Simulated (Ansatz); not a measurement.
Computed with Ansatz.

A structure relaxed at PBE0-D4/def2-TZVP, charge 0, multiplicity 1:

Cartesian coordinates in Å:
```
C 0.764 -0.123 1.880
C -0.614 -0.145 1.241
C -0.609 0.333 -0.192
O 0.177 -0.535 -0.969
C 0.253 -0.135 -2.306
H 1.175 0.891 1.889
H 0.727 -0.476 2.913
H 1.457 -0.759 1.328
H -1.305 0.490 1.806
H -1.025 -1.159 1.268
H -1.636 0.365 -0.590
H -0.205 1.357 -0.250
H 0.878 -0.856 -2.834
H -0.739 -0.112 -2.779
H 0.703 0.864 -2.405
```

Task: Give its formula and SMILES.

Result: C4H10O, `CCCOC`.

Task: Point group (tolerance 0.08 Å, 0.16 Å for H)?

Result: C1.

Task: Summarise the bond lengths by kind.

Result: 2 × C–C 1.511 to 1.519 Å; 10 × C–H 1.090 to 1.103 Å; 2 × C–O 1.398 to 1.405 Å.
